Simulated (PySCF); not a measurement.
Calculation: PBE-D3(BJ)/def2-TZVP // B3LYP-D3(BJ)/def2-TZVP run with PySCF 2.14.0. Gas-phase values, no solvent. 

Reference species (SMILES): `C#C` (neutral, multiplicity 1).

| Quantity | Value |
|---|---|
| HOMO | -7.17 eV |
| S1 oscillator strength | 0.000 |
| HOMO–LUMO gap | 6.99 eV |

Changed species: `C#CO[SiH3]` (X = siloxy; the reference has X = H).

What does the change do to the HOMO, S1 oscillator strength and HOMO–LUMO gap?

the HOMO rises by 1.13 eV, to -6.04 eV; the S1 oscillator strength is nearly the same; the HOMO–LUMO gap drops by 2.23 eV, to 4.76 eV.
